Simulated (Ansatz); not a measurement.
**CH4Al radical: one structure at several levels**

The task here is to estimate one member of a computed series from the others.

The runs use Ansatz 0.2.0, Gaussian basis; single points in def2-TZVPP.

Cores are frozen in the correlated methods. Orbitals are unrestricted.

### Where the work starts

SMILES `[CH2][AlH2]`, 6 atoms, charge 0, spin multiplicity 2.

Atoms are counted from 1 here; the program's logs count them from 0.

Bond lengths: C1–Al2 1.763 Å, C1–H3 1.183 Å, C1–H4 1.228 Å, Al2–H5 1.657 Å, Al2–H6 1.718 Å. Angles: Al2–C1–H3 138.4°, Al2–C1–H4 132.9°, H3–C1–H4 88.5°, C1–Al2–H5 128.7°, C1–Al2–H6 122.4°, H5–Al2–H6 107.1°.

Coordinates:

```xyz
6
charge 0, multiplicity 2
C    -0.0690   -0.9142    0.0327
Al    0.1274    0.8378    0.0442
H    -0.8955   -1.7101   -0.2564
H     0.7076   -1.8431    0.2385
H     0.5850    1.8383   -1.1950
H    -0.5456    1.8318    1.2728
```

Set-up of the first run:

run/in.yaml

```yaml
crystal:
  periodic: [false, false, false]
  atoms:
    - {symbol: C, position_ang: [-0.069000, -0.914200, 0.032700]}
    - {symbol: Al, position_ang: [0.127400, 0.837800, 0.044200]}
    - {symbol: H, position_ang: [-0.895500, -1.710100, -0.256400]}
    - {symbol: H, position_ang: [0.707600, -1.843100, 0.238500]}
    - {symbol: H, position_ang: [0.585000, 1.838300, -1.195000]}
    - {symbol: H, position_ang: [-0.545600, 1.831800, 1.272800]}
basis:
  gaussian: {orbitals: def2-TZVPP}
magnetization: {spin_polarized: true, initial_magnetization: 1}
correlation: {method: ccsd_t}
scf: {omitted_lower_state_checks: [cluster_reference]}
output: {forces: true}
```

No record of the launch command was kept for these runs.

Steps of the session up to this table: CCSD(T)/def2-TZVPP; PBE0-D4/def2-TZVPP; wB97M-V/def2-TZVPP; r2SCAN-D4/def2-TZVPP; PBE-D4/def2-TZVPP; revPBE-D4/def2-TZVPP; B97M-V/def2-TZVPP.

One of the session's tables, all rows but one given; the rest of the session is left out.

```
   method  RMS force component (eV/Å)  angle to CCSD(T) forces (°)  dipole (D)
  CCSD(T)                       2.579                    reference        1.91
  PBE0-D4                       2.485                          1.8        1.88
  wB97M-V                       2.545                          1.7        1.96
r2SCAN-D4                       2.451                          1.6        1.86
   PBE-D4                           ?                            ?           ?
revPBE-D4                       2.363                          1.6        1.71
   B97M-V                       2.455                          2.9        2.03
```

Q: Estimate the row for PBE-D4 from the others.

As computed: RMS force component (eV/Å): 2.324; angle to CCSD(T) forces (°): 1.5; dipole (D): 1.68. In the column «RMS force component (eV/Å)» it is the lowest.
